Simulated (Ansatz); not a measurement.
`CCCC#N` → `CCC#N` + `[CH2]` (triplet) at 700 K and 1 bar (formal loss of a carbene).

Calculated with Ansatz (gas phase, PBE0-D4/def2-TZVP geometries, no zero-point term in ΔE). CCSD(T)/CBS is the MP2 limit (def2-TZVPP, def2-QZVPP) plus CCSD(T) − MP2 in def2-TZVPP, frozen cores. This one scheme is used for every species. Triplets are unrestricted, without spin–orbit coupling. Each species was taken in one conformer, which may not be the lowest.

| species | CCSD(T)/CBS energy (Eh) | H − E (kJ/mol) | S (J/(mol·K)) |
| --- | --- | --- | --- |
| `CCCC#N` | -211.11677 | 341.9 | 424.6 |
| `CCC#N` | -171.85534 | 250.6 | 366.5 |
| `[CH2]` (triplet) | -39.09499 | 70.4 | 226.8 |

H − E and S are ideal-gas, rigid-rotor, harmonic terms from PBE0-D4/def2-TZVP, for one conformer and one mirror image of each species, with the whole ground term of open shells counted as degenerate. 1 Eh = 2625.50 kJ/mol, R = 8.31446 J/(mol·K).

Q: By hand: ΔE, ΔH, ΔS and ΔG.

A: ΔE = (-171.85534) + (-39.09499) − (-211.11677) = 0.16644 Eh = 437.0 kJ/mol. Δ(H − E) = 250.6 + 70.4 − 341.9 = -20.9, so ΔH = 416.1 kJ/mol. ΔS = 366.5 + 226.8 − 424.6 = 168.7 J/(mol·K). ΔG = 416.1 − 700 × (168.7)/1000 = 298.0 kJ/mol.

Q: By hand: the equilibrium constant, and the temperature at which ΔG would vanish if ΔH and ΔS stayed fixed.

A: log₁₀ K = −ΔG/(RT ln 10) = -22.2. ΔG = 0 at ΔH/ΔS = 2467 K.

The number of gas molecules changes by +1, which sets the sign of ΔS. A doubt of 5 kJ/mol in ΔE shifts log₁₀ K by 0.4 here. Other conformers and mirror images would add mixing entropy, several J/(mol·K) or more a flexible species. A triplet takes part, so the spin changes. These are equilibria of isolated gas molecules and say nothing of rates. Largest T1 diagnostic: 0.012 (customary marks: 0.02 for closed shells, 0.045 for open ones).
